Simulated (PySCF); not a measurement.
Ethynylsilane, C2H4Si.
SMILES with atom numbers: `[CH:1]#[C:2][SiH3:3]` (hydrogens: H4 on C1; H5, H6, H7 on Si3)

The closed-shell ground state was solved at several levels (PySCF, density fitting, gas phase, non-relativistic). Geometry: PBE0-D3(BJ)/def2-SVP; no solvent, vibrations or thermal averaging.

```
            level  basis functions  HOMO (eV)  LUMO (eV)  gap (eV)  dipole (D)
wB97X-D/def2-SVPD               96     -10.17       1.64     11.81        0.41
    PBE0/pcSseg-2              171      -8.29      -0.20      8.09        0.37
```

(1) Estimate the row for PBE0/pcSseg-1, a basis of 78 functions; the other rows only guide the guess.

(2) Over all these levels, which gives the widest orbital gap and which the narrowest?

(3) How far do the dipole and the HOMO energy spread over the levels?

Answers

(1) HOMO -8.28 eV, LUMO -0.07 eV, gap 8.21 eV, dipole 0.37 D.

(2) wB97X-D/def2-SVPD (range-separated hybrid) has the widest, 11.81 eV, and PBE0/pcSseg-2 (global hybrid, 25 % exact exchange) the narrowest, 8.09 eV. Functional and basis both differ between the two, so the spread mixes both effects.

(3) The dipole runs from 0.37 to 0.41 D (mean 0.39 D) and the HOMO from -10.17 to -8.28 eV.
